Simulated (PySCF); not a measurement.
Energies from PySCF, thermal terms from the rigid-rotor harmonic-oscillator model, ideal gas at 1 bar. Table values come from the NASA 1993 polynomials. 6-31G* has spherical d functions here. All species are closed-shell singlets. No R ln 2 is added for the mirror-image form of HSO₃F. The harmonic model lacks anharmonicity and excited electronic states, which grow with temperature; levels with a mode under 35 cm⁻¹ are left out. Internal rotation in HSO₃F is treated as a harmonic vibration of one conformer, which makes the entropy rough. The table's entry may be an old estimate for HSO₃F (not checked at source).

Harmonic frequencies at HF/6-31G* (cm⁻¹): 304, 405, 448, 555, 592, 602, 941, 1003, 1292, 1344, 1594, 4001. Point group C1; S°(298 K) = 292.5 J/mol/K at this level.

### Question
Work out Cp and S° of gaseous HSO₃F at 500, 800, 1200, 1600, 2000 K from these, and set them beside the table.

### Answer
```
T (K)  Cp HF/6-31G*  Cp table  S° HF/6-31G*  S° table
-----  ------------  --------  ------------  --------
500            92.1      96.2         334.5     341.7
800           108.3     111.0         381.8     390.6
1200          117.9     119.5         427.8     437.5
1600          122.9     124.2         462.4     472.6
2000          125.8     127.1         490.2     500.6
```
Units J/mol/K.
